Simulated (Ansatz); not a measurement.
**How basis sets differ on PH3 (phosphine)**

PH3 has 4 atoms, charge 0, and is taken as a singlet. SMILES: `P`. The shape is that of a PBE0-D4/def2-TZVP optimisation.

Quantity: the vertical energy of the triplet above the singlet, in eV. The values are calculated.

```csv
level,kind,program,value (eV),CPU time (all runs)
HSE06/cc-pVDZ-DK (sfX2C),range-separated hybrid,Ansatz,6.13,5.4 s
HSE06/cc-pVTZ-DK (sfX2C),range-separated hybrid,Ansatz,5.91,7.8 s
HSE06/aug-cc-pVTZ,range-separated hybrid,Ansatz,5.79,45 s
HSE06/cc-pVQZ-DK (sfX2C),range-separated hybrid,Ansatz,5.81,17 s
```

The values span 5.79 to 6.13 eV. A triplet this far above the singlet is often a Rydberg-like or dissociative state; sets without diffuse functions put Rydberg states too high. CPU times are rough (shared hosts, several kinds of processor): they show what a rung costs within a factor of a few.
